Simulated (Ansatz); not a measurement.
Results of G0W0@HSE06 in Ansatz (plane waves, hard PAW, contour deformation, complete-basis limit) for diamond.

Run with largest k mesh 16×16×16 (not extrapolated in the mesh).

The cell has the measured lattice: a = 3.567 Å, b = 3.567 Å, c = 3.567 Å, α = 90.00°, β = 90.00°, γ = 90.00°.

Problem. Give the computed band gap.

Solution. 
* **band gap**: 6.00 eV (indirect)

Note: GW on a hybrid start was not checked against another program; the correction to the complete basis was taken at k points off the band edges; cell and atoms aren't relaxed at this level; the gap holds a correction of +0.37 eV to the complete basis, taken at k points off the band edges.

Ansatz is a quantum-chemistry and plane-wave program.
